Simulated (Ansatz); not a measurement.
System: body-centred tetragonal In. Method: PBEsol-D3(BJ) (Ansatz, an electronic-structure program, plane waves, PAW).

Settings: plane-wave cutoff 520 eV, 24×24×24 k mesh, Fermi–Dirac smearing 0.05 eV, scalar-relativistic PAW data made under PBE.

A third-order Birch–Murnaghan fit to the energies gives V0 = 24.270 Å³/atom, B0 = 52.8 GPa, B′ = 5.1.

```
V (Å³/atom)  P (GPa)
-----------  -------
23.297             ?
23.783             ?
24.268         0.004
24.753             ?
25.239             ?
```

Problem. Estimate the withheld pressures from this fit; the answers are the runs' own values.

Solution. 
- 23.297, P (GPa): 2.395
- 23.783, P (GPa): 1.127
- 24.753, P (GPa): -0.992
- 25.239, P (GPa): -1.872

The formula P = (3/2) B0 (x^(7/3) − x^(5/3)) [1 + (3/4)(B′ − 4)(x^(2/3) − 1)] with x = V0/V meets the computed pressures within 0.01 GPa when these rounded values are put in.

Shape and atoms are relaxed at each volume.

Measured, for comparison: bulk modulus 44.7 GPa (copied from a table, unchecked, extrapolated to 0 K and zero-point effects removed; as tabulated in Lejaeghere et al. (2013), arXiv:1204.2733). Computed (rounded) less measured: bulk modulus not scored (unchecked).

Note: the bulk modulus comes from volumes at which shape and atoms were relaxed.

Spin–orbit coupling is not included.

Computed values are for the static lattice.
